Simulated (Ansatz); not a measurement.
CaB6-type CaB6, treated with r²SCAN+rVV10 (Ansatz, a program for electronic structure, plane waves, PAW).

Settings: plane-wave cutoff 560 eV, 8×8×8 k mesh, Fermi–Dirac smearing 0.01 eV, scalar-relativistic PAW data made under PBE.

A third-order Birch–Murnaghan fit to the energies gives V0 = 10.076 Å³/atom, B0 = 157 GPa, B′ = 3.7.

```json
[
 {"V (Å³/atom)": "9.673", "P (GPa)": "___"},
 {"V (Å³/atom)": "9.874", "P (GPa)": "___"},
 {"V (Å³/atom)": "10.076", "P (GPa)": "0.00"},
 {"V (Å³/atom)": "10.277", "P (GPa)": "___"},
 {"V (Å³/atom)": "10.479", "P (GPa)": "___"}
]
```

Estimate the withheld pressures from this fit; the answers are the runs' own values.


- 9.673, P (GPa): 6.89
- 9.874, P (GPa): 3.29
- 10.277, P (GPa): -2.99
- 10.479, P (GPa): -5.69

The formula P = (3/2) B0 (x^(7/3) − x^(5/3)) [1 + (3/4)(B′ − 4)(x^(2/3) − 1)] with x = V0/V meets the computed pressures within 0.04 GPa when these rounded values are put in.

Shape and atoms are relaxed at each volume.

Measured, for comparison: bulk modulus 170 ± 5 GPa (room temperature, no zero-point or thermal correction; as tabulated in Structural stability and vibrational characteristics of CaB6 under high …); equilibrium volume per atom 10.22 Å³/atom (temperature not stated, no zero-point or thermal correction; as tabulated in Singh (2010), arXiv:1009.1807). Computed (rounded) less measured: bulk modulus -8 %, equilibrium volume per atom -1.4 %. A static lattice is as a rule a little smaller and stiffer than an uncorrected measurement, which narrows the difference in the equilibrium volume per atom and would widen misses of the other sign.

Note: the bulk modulus comes from volumes at which shape and atoms were relaxed.

Computed values are for the static lattice.
